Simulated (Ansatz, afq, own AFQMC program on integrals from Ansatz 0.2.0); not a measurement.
# WH⁺, septet: AFQMC among the cluster methods

| atom | x (Å) | y (Å) | z (Å) |
| --- | --- | --- | --- |
| W | 0.0000 | 0.0000 | 0.0000 |
| H | 0.0000 | 0.0000 | 2.0590 |

Basis def2-TZVPP with its core potentials. Noble-gas cores (and the filled d shells of Ga–Kr and In–Xe) are frozen. AFQMC by an in-house program on the Cholesky factors that Ansatz 0.2.0 writes for its CCSD(T) run. The CISD trial takes its coefficients from CCSD amplitudes. Released means that phaseless walkers are propagated on without the constraint, phases kept. Free projection: walkers drawn from exp(T), propagated without any constraint. Its projection time is finite, and what remains of the start isn't in its error. Error bars are statistical, one sigma. No spin–orbit coupling. The metal's outer-core s and p shells are frozen, which shifts wave-function levels against functionals.

Determinant: UHF, the one that the program's search chose, which needn't be the lowest solution. The geometry is a point of a scan.

No full CI on the walks' own integrals is used here; CCSDT(Q) serves as the reference and is uncertain by about the last step of the cluster series.

Cautions: no spin-orbit coupling; outer-core shells of the metal frozen; lower spins were not checked; higher spins were not checked.

```
T1 diagnostic                               : 0.0165
weight of the determinant in the CISD state : 0.964
⟨S²⟩ of the determinant                     : 12.005
size of the correlated space                : 6 electrons in 66 orbitals
```

Reference: CCSDT(Q), correlation energy -1.858 eV. The released energy is read at 4.20 1/Eh (meV from the phaseless value at times in 1/Eh: -3.1 ± 0.5 at 0.60, -4.8 ± 0.6 at 1.20, -7.0 ± 0.8 at 2.00, -6.7 ± 0.6 at 3.00, -5.4 ± 0.7 at 4.20).

| level | E − E(reference) (mEh) | share of correlation (%) |
| --- | --- | --- |
| HF | 68.26 | 0.00 |
| MP2 | 10.46 | 84.67 |
| CCSD | 1.56 | 97.72 |
| CCSD(T) | 0.25 | 99.63 |
| CCSDT | 0.02 | 99.97 |
| ph-AFQMC/HF | 2.48 ± 0.43 | 96.37 |
| ph-AFQMC/CISD | 0.25 ± 0.02 | 99.63 |
| released AFQMC | 0.05 ± 0.03 | 99.92 |
| free AFQMC | -0.03 ± 0.02 | 100.04 |

Free projections are given only where their last times agree within the noise and don't stop above the reference; a slow remainder of the start can still hide under it. A walk keeps the symmetry of its determinant, which the program's search chose and which needn't be the lowest solution, so a lower state of the same spin and another symmetry isn't excluded. Released energies are given only where the last usable release times agree within the noise; a slower fall can still hide under it.
